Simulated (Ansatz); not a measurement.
Rutile SnO₂ was calculated with PBE (Ansatz, a program for electronic structure, plane waves, PAW).

Settings: plane-wave cutoff 520 eV, 8×8×10 k mesh (along the axes of the cell as run), Fermi–Dirac smearing 0.01 eV, scalar-relativistic PAW data made under PBE.

The cell is scaled about its equilibrium volume:

Shape and atoms are relaxed at each volume.

| V (Å³/atom) | P (GPa) | direct gap at Γ (eV) | c (Å) | a (Å) |
|---|---|---|---|---|
| 12.075 | 7.64 | 1.087 | 3.216 | 4.747 |
| 12.326 | 3.58 | 0.876 | 3.227 | 4.787 |
| 12.578 | 0.00 | 0.682 | 3.238 | 4.828 |
| 12.829 | -3.12 | 0.506 | 3.247 | 4.869 |
| 13.081 | -5.84 | 0.348 | 3.256 | 4.910 |

A straight line through the gaps at Γ against ln V gives a volume deformation potential dE_g(Γ)/d ln V of -9.2 eV: the gap at Γ widens under compression.

Measured, for comparison: band gap 3.81 eV (zero-point renormalisation of 215 meV (computed, non-adiabatic AHC, without the lattice-expansion part) added back here to the 1.8 K gap of; inputs from Miglio et al. (2020), arXiv:2011.12765).

Note: the bulk modulus comes from volumes at which shape and atoms were relaxed.

Spin–orbit coupling is not included.
